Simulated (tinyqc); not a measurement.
Worked calculation: extended Hueckel theory, for LiH. One step of it, computed by the program tinyqc.

Question. Mulliken analysis. P = C n C^T; charge = valence electrons (Li 1, H 1) minus the sum of (P S)_ii on the atom; overlap population = 2 sum P_ij S_ij between two atoms.

coefficients:
```
              MO1        MO2        MO3       MO4        MO5
1Li 2s   0.153790   0.840709   0.000000  0.000000   0.709152
1Li 2px  0.000000   0.000000   0.993013  0.118002   0.000000
1Li 2py  0.000000   0.000000  -0.118002  0.993013   0.000000
1Li 2pz  0.123858  -0.541124   0.000000  0.000000   1.040717
2H 1s    0.868448  -0.109722   0.000000  0.000000  -0.926470
```

occupations: 2.000000  0.000000  0.000000  0.000000  0.000000

overlap S:
```
           1Li 2s   1Li 2px   1Li 2py   1Li 2pz     2H 1s
1Li 2s   1.000000  0.000000  0.000000  0.000000  0.378985
1Li 2px  0.000000  1.000000  0.000000  0.000000  0.000000
1Li 2py  0.000000  0.000000  1.000000  0.000000  0.000000
1Li 2pz  0.000000  0.000000  0.000000  1.000000  0.490744
2H 1s    0.378985  0.000000  0.000000  0.490744  1.000000
```

Give: charges; Overlap populations.

Answer.

charges: 1Li 0.715, 2H -0.715

Overlap populations:
```
pair     value
2-1   0.413612
```
